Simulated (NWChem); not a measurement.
System: hydroxide (OH anion); SMILES [OH-]

NWChem printed, in part:

```
             Northwest Computational Chemistry Package (NWChem) 7.3.0
             --------------------------------------------------------

                             Geometry "geometry" -> ""
                             -------------------------

 Output coordinates in angstroms (scale by  1.889725989 to convert to a.u.)

  No.       Tag          Charge          X              Y              Z
 ---- ---------------- ---------- -------------- -------------- --------------
    1 O                    8.0000     0.00000000     0.00000000     0.10312500
    2 H                    1.0000     0.00000000     0.00000000    -0.86440400

 Effective nuclear repulsion energy (a.u.)       4.3754946797

                                 NWChem DFT Module
                                 -----------------

 Summary of "ao basis" -> "ao basis" (spherical)
 ------------------------------------------------------------------------------
       Tag                 Description            Shells   Functions and Types
 ---------------- ------------------------------  ------  ---------------------
 O                           3-21g                   5        9   3s2p
 H                           3-21g                   2        2   2s

 in cosmo_initialize ...
 calling solv_data for solv:h2o

 solvent parameters
 solvname_short: h2o
 solvname_long:  water
 dielec:       78.4000
 dielecinf:     1.7769
 aqueous SMD model solvent descriptors
 dielec:       78.4000
 sola:          0.8200

          ---------------
          -cosmo- solvent
          ---------------
 Cosmo: York-Karplus, doi: 10.1021/jp992097l
 dielectric constant -eps-     =  78.40
 screen = (eps-1)/(eps    )    =   0.98724
 surface charge correction     = lagrangian

   van der Waals surface
 --------------------------

 ---------- ATOMIC COORDINATES (A.U.) ------------ VDWR(ANG.) --
     1    0.00000000    0.00000000    0.19487799     1.520
     2    0.00000000    0.00000000   -1.63348670     1.200
 number of segments per atom =        128
 number of   points per atom =        128
 atom (   nspa,  nppa )
 ----------------------
    1 (    104,     0 )       0
    2 (     80,     0 )       0
 number of -cosmo- surface points =      184
 molecular surface =     32.586 angstrom**2
 molecular volume  =     17.331 angstrom**3
 -lineq- algorithm             =   0
 -bem- low  level              =   3
 -bem- from -octahedral-
 gaussian surface charge width =   4.50000
 degree of switching           =   1.00000
 switching function tolerance  =   0.00010
 atomic radii =
 --------------
    1  8.000  1.520
    2  1.000  1.200
 ...... end of -cosmo- initialization ......

 nat:                     2
 ixmem:                   309
 calling mnsol_interface()
 G(SMD-CDS) energy (kcal/mol)  =     0.735
 SMD-CDS SASA (angstrom**2)    =    51.117

            General Information
            -------------------
          SCF calculation type: DFT
          Wavefunction type:  closed shell.
          No. of atoms     :     2
          No. of electrons :    10
           Alpha electrons :     5
            Beta electrons :     5
          Charge           :    -1
          Spin multiplicity:     1
          Use of symmetry is: off; symmetry adaption is: off
          Maximum number of iterations: 150
          AO basis - number of functions:    11
                     number of shells:     7
          Convergence on energy requested:  1.00D-06
          Convergence on density requested:  1.00D-05
          Convergence on gradient requested:  5.00D-04

              XC Information
              --------------
                         B3LYP Method XC Potential
                     Hartree-Fock (Exact) Exchange  0.200
                        Slater Exchange Functional  0.800 local
                    Becke 1988 Exchange Functional  0.720 non-local
              Lee-Yang-Parr Correlation Functional  0.810
                  VWN I RPA Correlation Functional  0.190 local

             Grid Information
             ----------------
          Grid used for XC integration:  medium
          Radial quadrature: Mura-Knowles
          Angular quadrature: Lebedev.
          Tag              B.-S. Rad. Rad. Pts. Rad. Cut. Ang. Pts.
          ---              ---------- --------- --------- ---------
          O                   0.60       49           5.0       434
          H                   0.35       45           4.0       434
          Grid pruning is: on
          Number of quadrature shells:    94
          Spatial weights used:  Erf1

      Superposition of Atomic Density Guess
      -------------------------------------

 Sum of atomic energies:         -74.86488904

 Renormalizing density from       9.00 to     10

      Non-variational initial energy
      ------------------------------

 Total energy =     -79.415491
 1-e energy   =    -124.141734
 2-e energy   =      40.350749
 HOMO         =       0.289657
 LUMO         =       0.657277

[...]

                                COSMO-SMD solvation results
                                ---------------------------

             internal energy in gas <Psi(g)|H|Psi(g)> =       -75.240914479737
         internal energy in solvent <Psi(s)|H|Psi(s)> =       -75.237420754649
                               delta internal energy  =         0.003493725088 (    2.19 kcal/mol)
   total free energy in solvent <Psi(s)|H+V/2|Psi(s)> =       -75.414671408832
 polarization energy contribution <Psi(s)|V/2|Psi(s)> =        -0.177250654183 ( -111.23 kcal/mol)
    total free energy in solvent including G(SMD-CDS) =       -75.413500044738
                       G(SMD-CDS) energy contribution =         0.001171364094 (    0.74 kcal/mol)
     1 M fixed-concentration free energy of solvation =        -0.172585565001 ( -108.30 kcal/mol)

                       DFT Final Molecular Orbital Analysis
                       ------------------------------------

 Vector    3  Occ=2.000000D+00  E=-2.383078D-01
              MO Center= -1.8D-15,  1.6D-15, -6.8D-03, r^2= 8.3D-01
   Bfn.  Coefficient  Atom+Function         Bfn.  Coefficient  Atom+Function
  ----- ------------  ---------------      ----- ------------  ---------------
     6      0.530883  1 O  s                  9      0.387781  1 O  pz
     5      0.367262  1 O  pz                11     -0.315394  2 H  s
    10     -0.258911  2 H  s                  1     -0.106932  1 O  s
     2      0.068965  1 O  s

 Vector    4  Occ=2.000000D+00  E=-8.562404D-02
              MO Center=  2.1D-16,  2.0D-16,  1.0D-01, r^2= 5.6D-01
   Bfn.  Coefficient  Atom+Function         Bfn.  Coefficient  Atom+Function
  ----- ------------  ---------------      ----- ------------  ---------------
     7      0.481745  1 O  px                 8      0.453690  1 O  py
     3      0.356060  1 O  px                 4      0.335324  1 O  py

 Vector    5  Occ=2.000000D+00  E=-8.562404D-02
              MO Center=  2.3D-15, -2.4D-15,  1.0D-01, r^2= 5.6D-01
   Bfn.  Coefficient  Atom+Function         Bfn.  Coefficient  Atom+Function
  ----- ------------  ---------------      ----- ------------  ---------------
     8     -0.481745  1 O  py                 7      0.453690  1 O  px
     4     -0.356060  1 O  py                 3      0.335324  1 O  px

 Vector    6  Occ=0.000000D+00  E= 2.250250D-01
              MO Center=  1.1D-17,  6.2D-17, -8.8D-01, r^2= 1.5D+00
   Bfn.  Coefficient  Atom+Function         Bfn.  Coefficient  Atom+Function
  ----- ------------  ---------------      ----- ------------  ---------------
    11      1.347296  2 H  s                  6     -0.785999  1 O  s
     9      0.634649  1 O  pz                 5      0.297959  1 O  pz
     1      0.085901  1 O  s                  2     -0.040165  1 O  s
    10      0.025091  2 H  s

 Vector    7  Occ=0.000000D+00  E= 1.072211D+00
              MO Center= -1.1D-16, -1.2D-16, -7.5D-01, r^2= 7.9D-01
   Bfn.  Coefficient  Atom+Function         Bfn.  Coefficient  Atom+Function
  ----- ------------  ---------------      ----- ------------  ---------------
    10      1.354687  2 H  s                 11     -0.808489  2 H  s
     9      0.337763  1 O  pz                 5      0.285189  1 O  pz
     1      0.036923  1 O  s                  2     -0.035767  1 O  s

 Vector    8  Occ=0.000000D+00  E= 1.591183D+00
              MO Center=  5.5D-16,  2.3D-15,  1.0D-01, r^2= 7.0D-01
   Bfn.  Coefficient  Atom+Function         Bfn.  Coefficient  Atom+Function
  ----- ------------  ---------------      ----- ------------  ---------------
     4      1.016512  1 O  py                 8     -0.919387  1 O  py
     3      0.242135  1 O  px                 7     -0.219000  1 O  px

     Multipole analysis of the density
     ---------------------------------

     L   x y z        total         alpha         beta         nuclear
     -   - - -        -----         -----         ----         -------
     0   0 0 0     -1.000000     -5.000000     -5.000000      9.000000

     1   1 0 0     -0.000000     -0.000000     -0.000000      0.000000
     1   0 1 0     -0.000000     -0.000000     -0.000000      0.000000
     1   0 0 1     -0.638993     -0.282265     -0.282265     -0.074463

     2   2 0 0     -5.345887     -2.672943     -2.672943      0.000000
     2   1 1 0     -0.000000     -0.000000     -0.000000      0.000000
     2   1 0 1      0.000000      0.000000      0.000000      0.000000
     2   0 2 0     -5.345887     -2.672943     -2.672943      0.000000
     2   0 1 1     -0.000000     -0.000000     -0.000000      0.000000
     2   0 0 2     -4.538806     -3.755452     -3.755452      2.972098
```

Level: B3LYP/3-21G, SMD on the gas-phase geometry. Sets without diffuse functions describe the anion's extra electron poorly. All runs use the structure optimised with B3LYP/def2-SVPD. The gas-phase anion has a positive highest level at the geometry level, so the gas reference is doubtful. Solvent: water.

### Question
Reconstruct the input file.

### Answer
One answer among several that fit: the input that was run:
```
start job
memory heap 200 mb stack 900 mb global 1100 mb
charge -1
geometry units angstroms noautosym nocenter noautoz
  O      0.000000     0.000000     0.103125
  H      0.000000     0.000000    -0.864404
end
basis spherical
  O library 3-21g
  H library 3-21g
end
dft
  xc b3lyp
  iterations 150
end
cosmo
  do_cosmo_smd true
  solvent water
end
task dft energy
```
